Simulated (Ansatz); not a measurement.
# Si2H4 (SMILES [SiH][SiH3]): levels of theory compared

Aim: a comparison of 6 runs (U-revPBE/STO-3G, U-wB97X/STO-3G, UB3LYP/STO-3G, UBLYP/STO-3G, USVWN5/STO-3G, UCCSDTQ/STO-3G) of Si2H4. 

The results are computed with Ansatz 0.2.0.

29 further runs of the same task are left out: 29 set aside as unsound or not needed.

## Step 1: The molecule

Si2H4 has 6 atoms, charge 0, and is taken as a triplet. SMILES: `[SiH][SiH3]`. The Si2–Si1 distance was set to 5.634 Å, away from the relaxed value. At this shape a bond of the SMILES string is far longer than usual.

Bond lengths: Si1–H3 1.473 Å, Si2–H4 1.467 Å, Si2–H5 1.474 Å, Si2–H6 1.474 Å. Angles: H4–Si2–H5 107.9°, H4–Si2–H6 107.9°, H5–Si2–H6 104.3°.

## Step 2: The energy at U-revPBE/STO-3G (run 1)

File molecule.yaml:

```yaml
basis:
  gaussian:
    orbitals: STO-3G
crystal:
  periodic: [false, false, false]
  atoms:
    - symbol: Si
      position_ang: [1.257004, -4.724636, 1.086873]
    - symbol: Si
      position_ang: [-0.300130, 0.523270, -0.245660]
    - symbol: H
      position_ang: [2.362214, -5.166576, 1.955283]
    - symbol: H
      position_ang: [-1.456530, 0.376070, -1.136010]
    - symbol: H
      position_ang: [0.714920, 1.325330, -0.951090]
    - symbol: H
      position_ang: [-0.708920, 1.369020, 0.889660]
accuracy: high
hamiltonian:
  xc: {name: revPBE}
magnetization:
  spin_polarized: true
  initial_magnetization: 2
```

Run with:

```console
$ ansatz run molecule.yaml --threads 1 --pin off --max-ram 2610MiB --events-out events.jsonl --progress --plain --runs-dir runs
```

The program printed:

```text
Warning: RAYON_NUM_THREADS=1 ignored (pool sized by the plan → 1); use --threads N
Functional definition: revPBE
  name "revPBE"
  parameter kappa = 1.245
  parameter beta = 0.06672455060314922
  exchange = pbe_x(kappa = kappa, mu = beta*pi^2/3)
  correlation = pbe_c(beta = beta)
330 factors; integrals over basis functions are off by at most 7.0e-9 eV
mean field evaluation 1: about -15626.6264 eV, gradient 1.0e1 eV
mean field evaluation 2: about -15626.8862 eV, gradient 8.1e0 eV
mean field evaluation 4: about -15627.4142 eV, gradient 5.8e-2 eV
mean field evaluation 8: about -15627.3671 eV, gradient 1.9e-3 eV
mean field evaluation 16: about -15627.3671 eV, gradient 1.1e-3 eV
mean field evaluation 32: about -15627.3668 eV, gradient 2.3e-2 eV
mean field -15627.36717584 eV, -574.2951511024 hartree, gradient 2.5e-8 eV, S^2 2.001684; 4 other end points of the search recorded, 0 dependent functions left out
reference -15627.36717915 eV, -574.2951512239 hartree; 17, 15 occupied and 5, 7 virtual orbitals, 330 factors
Total energy: -15627.36717915 eV, -574.2951512239 hartree
```

Run time: 4.2 s. Hardware: 1 thread of AMD EPYC 9R14 (Zen 4), shared host; peak memory 0.16 GiB.

## Step 3: A single-point energy at U-wB97X/STO-3G (run 2)

File job.yaml:

```yaml
basis:
  gaussian:
    orbitals: STO-3G
crystal:
  periodic: [false, false, false]
  atoms:
    - {symbol: Si, position_ang: [1.257004, -4.724636, 1.086873]}
    - {symbol: Si, position_ang: [-0.300130, 0.523270, -0.245660]}
    - {symbol: H, position_ang: [2.362214, -5.166576, 1.955283]}
    - {symbol: H, position_ang: [-1.456530, 0.376070, -1.136010]}
    - {symbol: H, position_ang: [0.714920, 1.325330, -0.951090]}
    - {symbol: H, position_ang: [-0.708920, 1.369020, 0.889660]}
hamiltonian:
  xc: {name: wB97X}
magnetization:
  spin_polarized: true
  initial_magnetization: 2
accuracy: high
```

Run with:

```console
$ ansatz run job.yaml --threads 1 --pin off --max-ram 2610MiB --events-out events.jsonl --progress --plain --runs-dir runs
```

The program printed, shortened:

```text
Warning: RAYON_NUM_THREADS=1 ignored (pool sized by the plan → 1); use --threads N
Functional definition: wB97X
  name "wB97X"
[...]
      + exact_x_lr(omega)
[...]
      + integral(e_c_pw_opposite_spin*poly(b97_u_opposite, 1, cos1, cos2, cos3, cos4))
330 factors; integrals over basis functions are off by at most 7.0e-9 eV
163 factors; integrals over basis functions are off by at most 5.3e-10 eV
[...]
mean field -15630.28341443 eV, -574.4023208936 hartree, gradient 4.6e-8 eV, S^2 2.001550; 2 other end points of the search recorded, 0 dependent functions left out
reference -15630.28341213 eV, -574.4023208090 hartree; 17, 15 occupied and 5, 7 virtual orbitals, 330 factors
Total energy: -15630.28341213 eV, -574.4023208090 hartree
```

It took 23 s on 1 thread of AMD EPYC 9R14 (Zen 4), shared host; peak memory 0.47 GiB.

Runs 3 to 5 aren't shown in full; the table further down has their settings and results.

## Step 4: The energy at UCCSDTQ/STO-3G (run 6)

File input.yaml:

```yaml
crystal:
  periodic: [false, false, false]
  atoms:
    - symbol: Si
      position_ang: [1.257004, -4.724636, 1.086873]
    - symbol: Si
      position_ang: [-0.300130, 0.523270, -0.245660]
    - symbol: H
      position_ang: [2.362214, -5.166576, 1.955283]
    - symbol: H
      position_ang: [-1.456530, 0.376070, -1.136010]
    - symbol: H
      position_ang: [0.714920, 1.325330, -0.951090]
    - symbol: H
      position_ang: [-0.708920, 1.369020, 0.889660]
basis:
  gaussian:
    orbitals: STO-3G
accuracy: high
scf:
  omitted_lower_state_checks: [cluster_reference, increment]
magnetization:
  spin_polarized: true
  initial_magnetization: 2
correlation:
  method: ccsdtq
  frozen_orbitals: {H: 0, Si: 5}
```

Run with:

```console
$ ansatz run input.yaml --threads 1 --pin off --max-ram 2610MiB --events-out events.jsonl --progress --plain --runs-dir runs
```

The program printed, shortened:

```text
Warning: RAYON_NUM_THREADS=1 ignored (pool sized by the plan → 1); use --threads N
Functional definition: HF
  name "HF"
[...]
330 factors; integrals over basis functions are off by at most 7.0e-9 eV
[...]
mean field -15601.18691153 eV, -573.3330441344 hartree, gradient 2.8e-8 eV, S^2 2.004105; 7 other end points of the search recorded, 0 dependent functions left out
10 core orbitals not correlated: weight in the atoms' cores, before any rotation towards them, 1.000 or more for the frozen orbitals, at most 0.000 for the correlated occupied ones
reference -15601.18691153 eV, -573.3330441344 hartree; 7, 5 occupied and 5, 7 virtual orbitals, 330 factors
second order -1.47720883 eV of doubles, -0.00000000 eV of singles
cycle   1  -2.00036880 eV  change   -5.2e-1 eV  update   6.7e-2
[...]
cycle  24  -2.35395640 eV  change  -2.8e-11 eV  update   1.4e-9
Total energy: -15603.54086793 eV, -573.4195504366 hartree
Checks for a lower state left out: cluster_reference, increment
```

Run time: 23 s. Hardware: 1 thread of AMD EPYC 9R14 (Zen 4), shared host; peak memory 0.24 GiB.

## Step 5: The series

```tsv
run	level	frozen core orbitals	energy (Eh)	⟨S²⟩	wall time
1	U-revPBE/STO-3G	–	-574.295151	2.002	4.2 s
2	U-wB97X/STO-3G	–	-574.402321	2.002	23 s
3	UB3LYP/STO-3G	–	-574.435196	2.001	2.5 s
4	UBLYP/STO-3G	–	-574.343419	2.001	3.3 s
5	USVWN5/STO-3G	–	-571.971361	2.001	1.6 s
6	UCCSDTQ/STO-3G	10	-573.419550	2.004	23 s
```

## Step 6: Summary of results

| quantity | value |
| --- | --- |
| run 6: total energy | -573.41955 Eh |
| run 6: correlation energy (10 core orbitals frozen) | -86.5 mEh |
| run 6: ⟨S²⟩ of the reference determinant | 2.004 |
| run 6: T1 diagnostic | 0.005 |

Totals of different functionals can't be ranked against each other. In runs 1, 2, 3, 4, 5, 6 the basis is minimal, so the values are rough. All runs together took 58 s, the longest 23 s.
